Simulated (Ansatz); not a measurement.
Species: HS (charge 0, doublet). 
Coordinates optimised at B3LYP-D3(BJ)/def2-TZVP (Ansatz, a first-principles code):
```
S
H 1 1.3473
```
Charge 0, spin multiplicity 2.

Basis-set convergence of Hartree-Fock and CCSD correlation energies (hartree) with Ansatz. Valence correlation only, unless marked. Open shells are spin-unrestricted. Spin-orbit coupling is left out. No relativistic terms.

```tsv
basis	functions	E(HF)	E(corr, CCSD)
def2-SVP	23	-397.95999	-0.13136
def2-TZVPP	56	-398.09869	-0.17673
def2-QZVPP	100	-398.11024	-0.18871
```

Extrapolating the two largest sets (X = 3 and 4) as X^-3: E(corr) = (64·(-0.18871) - 27·(-0.17673))/37 = -0.1975 Eh, an estimate of the basis-set limit. The largest set recovers 95.6 % of it, the smallest 66.5 %.
